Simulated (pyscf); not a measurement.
# Four-centre exchange: H₃C–Al [singlet] + hydrogen chloride (HCl) → Al–Cl [singlet] + methane (CH₄)

Gas phase, singlet surface, charge 0. Bonds broken: Al1–C2, Cl6–H7. Bonds formed: Al1–Cl6, C2–H7. Single points on ωB97X-D3(BJ)/def2-SVP structures (PySCF, gas phase). MP2 and CC: frozen core, UHF for open shells. ΔMP2 is the change of the MP2 total energy from the triple- to the quadruple-zeta basis.

Transition state (Å):

```xyz
7

Al     0.0569     0.9913     0.9356
C     -0.2029    -0.1978    -0.7779
H      0.8329    -0.1713    -1.1702
H     -0.7918     0.5090    -1.3950
H     -0.5876    -1.2026    -1.0373
Cl    -1.0240    -1.2482     1.9709
H     -0.7222    -0.9694     0.6476
```

One imaginary mode, 374i cm⁻¹; descent along it reached the two sides named, in the forms told below.

```json
[
 {"bond": "Al1–C2", "change": "breaks", "reactant side (Å)": "2.014", "saddle": "2.102", "product side": "3.5"},
 {"bond": "Cl6–H7", "change": "breaks", "reactant side (Å)": "1.286", "saddle": "1.386", "product side": "3.0"},
 {"bond": "Al1–Cl6", "change": "forms", "reactant side (Å)": "3.1", "saddle": "2.7", "product side": "2.146"},
 {"bond": "C2–H7", "change": "forms", "reactant side (Å)": "2.8", "saddle": "1.702", "product side": "1.100"}
]
```

Electronic energies relative to the separated reactants (kcal/mol):

```
level                             barrier  reaction energy  reverse barrier
--------------------------------  -------  ---------------  ---------------
ωB97X-D3(BJ)/def2-TZVP               -0.2            -56.1             55.9
PBE/def2-TZVP                        -4.4            -54.1             49.7
r²SCAN/def2-TZVP                     -3.2            -55.6             52.4
B3LYP-D3(BJ)/def2-TZVP               -0.2            -55.4             55.2
PBE0-D3(BJ)/def2-TZVP                -2.9            -54.4             51.5
M06-2X/def2-TZVP                      0.2            -55.6             55.8
ωB97M-D3(BJ)/def2-TZVP                0.7            -55.3             55.9
HF/def2-TZVP                         15.4            -57.6             72.9
MP2/def2-QZVPP                        0.5            -55.2             55.7
CCSD/def2-TZVPP                       5.8            -53.3             59.1
CCSD(T)/def2-TZVPP                    3.3            -53.3             56.5
CCSD(T)/def2-TZVPP + ΔMP2(QZVPP)      3.0            -53.6             56.5
```

With CCSD(T)/def2-TZVPP + ΔMP2(QZVPP) energies and thermal terms (ideal gas, 1 atm, RRHO with modes under 100 cm⁻¹ raised to 100, one conformer, R ln 2 for rigid chiral ones), in kcal/mol:

```json
[
 {"T (K)": "298", "ΔH‡": "2.8", "ΔG‡": "11.7", "ΔH": "-50.5", "ΔG": "-49.6"},
 {"T (K)": "600", "ΔH‡": "2.6", "ΔG‡": "20.7", "ΔH": "-51.2", "ΔG": "-48.3"},
 {"T (K)": "900", "ΔH‡": "2.9", "ΔG‡": "29.7", "ΔH": "-51.7", "ΔG": "-46.8"},
 {"T (K)": "1200", "ΔH‡": "3.2", "ΔG‡": "38.6", "ΔH": "-52.1", "ΔG": "-45.1"}
]
```

On the reactant side the descent ends in a complex, 4.5 kcal/mol under the separated species and 4.2 kcal/mol under the saddle at ωB97X-D3(BJ)/def2-TZVP. At ωB97X-D3(BJ), PBE, r²SCAN, B3LYP-D3(BJ), PBE0-D3(BJ) the saddle lies under the separated reactants, which points to a path from their complex (located at ωB97X-D3(BJ) alone). This is the saddle that the search found; another between the same sides may lie lower. The CCSD(T) − MP2 part came from Ansatz, without density fitting, on the same reference.
